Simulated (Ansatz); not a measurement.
Elastic constant C12 (GPa) of 20 transition metals, computed with PBE in Ansatz (PAW) and with LDA (Ansatz, a program for electronic structure, plane waves, PAW). The set holds measured phases with no doubt noted on the run or the magnetic state but for the caveats below. 6 more of the class have both values but aren't in it, for one of these reasons: built or high-temperature cells, doubts on the run or the magnetic state, unlike cells, values of zero, layered or molecular crystals. Solids without a value at one level (not run, failed, or a magnetic order lost), or held back for tests, aren't counted.

All rows, in order of the shift (worked out from unrounded values):

```json
[
 {"solid": "hcp Y", "PBE": "25.0", "LDA": "24.9", "shift (%)": "-0.3"},
 {"solid": "hcp Sc", "PBE": "37.7", "LDA": "40.6", "shift (%)": "+7.6"},
 {"solid": "hcp Re", "PBE": "266", "LDA": "295", "shift (%)": "+10.8"},
 {"solid": "hcp Os", "PBE": "220", "LDA": "252", "shift (%)": "+14.8"},
 {"solid": "hcp Tc", "PBE": "219", "LDA": "252", "shift (%)": "+15.1"},
 {"solid": "hcp Zr", "PBE": "65.0", "LDA": "75.5", "shift (%)": "+16.1"},
 {"solid": "hcp Hf", "PBE": "69.5", "LDA": "80.7", "shift (%)": "+16.2"},
 {"solid": "fcc Ir", "PBE": "229", "LDA": "272", "shift (%)": "+18.5"},
 {"solid": "hcp Ti", "PBE": "82.7", "LDA": "98.6", "shift (%)": "+19.2"},
 {"solid": "hcp Ru", "PBE": "181", "LDA": "217", "shift (%)": "+20.0"},
 {"solid": "hcp Co", "PBE": "169", "LDA": "206", "shift (%)": "+22"},
 {"solid": "fcc Pt", "PBE": "219", "LDA": "270", "shift (%)": "+23"},
 {"solid": "double-hcp La", "PBE": "15.3", "LDA": "18.9", "shift (%)": "+24"},
 {"solid": "fcc Rh", "PBE": "179", "LDA": "225", "shift (%)": "+26"},
 {"solid": "fcc Ni", "PBE": "157", "LDA": "208", "shift (%)": "+33"},
 {"solid": "bcc Fe", "PBE": "147", "LDA": "197", "shift (%)": "+34"},
 {"solid": "fcc Pd", "PBE": "152", "LDA": "205", "shift (%)": "+35"},
 {"solid": "fcc Cu", "PBE": "123", "LDA": "166", "shift (%)": "+35"},
 {"solid": "fcc Au", "PBE": "131", "LDA": "184", "shift (%)": "+40"},
 {"solid": "fcc Ag", "PBE": "81.0", "LDA": "124", "shift (%)": "+53"}
]
```

The shift from PBE to LDA has a median of +21 %, and eight in ten lie between +10.5 % and +36 %; LDA is the larger in 19 of 20. Each level is at its own cell, so the shift holds the change of volume too.

Ansatz's runs of these crystals have no spin polarisation, but for bcc Fe, hcp Co, fcc Ni.

Density-functional runs with spin start from parallel moments for bcc Fe, parallel moments for hcp Co, parallel moments for fcc Ni.

Spin–orbit coupling is left out, also for the solids with elements from indium on (fcc Pt, hcp Os, double-hcp La, fcc Ir, hcp Re, hcp Hf, fcc Au); its size isn't shown.

Each level is taken at its own relaxed cell. Ansatz's density-functional and Hartree–Fock values are scalar-relativistic unless marked +SOC, with PAW data made under PBE.
